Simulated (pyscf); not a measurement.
Routes from cyclic C₂H₅AlO (SMILES [OH][Al]1[CH2][CH2]1)

Candidate steps break at most two bonds and form at most two. Each was searched with GFN2-xTB (tblite) first. Structures and frequencies: ωB97X-D3(BJ)/def2-SVP in PySCF. MP2 and CC: frozen core, UHF for open shells. ΔMP2 is the change of the MP2 total energy from the triple- to the quadruple-zeta basis. Energies: CCSD(T)/def2-TZVPP + ΔMP2(QZVPP), kcal/mol, from the reactant's lowest minimum found, singlet surface; ΔG‡ with ideal gas, 1 atm, RRHO with modes under 100 cm⁻¹ raised to 100, one conformer, R ln 2 for chiral ones without a mode under 150 cm⁻¹.

| products | type | ΔE‡ | ΔE | ΔG‡ 298 K | ΔG‡ 900 K | ν‡ (cm⁻¹) |
|---|---|---|---|---|---|---|
| HO–Al [singlet] + H₂C=CH₂ | cycloreversion | 21.5 | -7.6 | 21.5 | 23.0 | 524i |
| H₂C=CH–AlH–OH | rearrangement | 47.1 | -23.6 | 44.0 | 44.5 | 1029i |
| H₃C–CH₂–Al=O | rearrangement | 53.0 | -0.1 | 51.5 | 54.4 | 1810i |

Row 2: On the product side the descent ends in a point that may be a rotor saddle (no frequency run), 1.1 kcal/mol over the lowest minimum found and 68.1 kcal/mol under the saddle at ωB97X-D3(BJ)/def2-TZVP. 

Plain bond fissions and candidates not yet searched are not listed, and one of them may be faster. Each barrier is that of the saddle found; lower ones may exist. One closed-shell reference is unstable to symmetry breaking; treat the single-reference values with care. The CCSD(T) − MP2 part came from Ansatz, without density fitting, on the same reference.
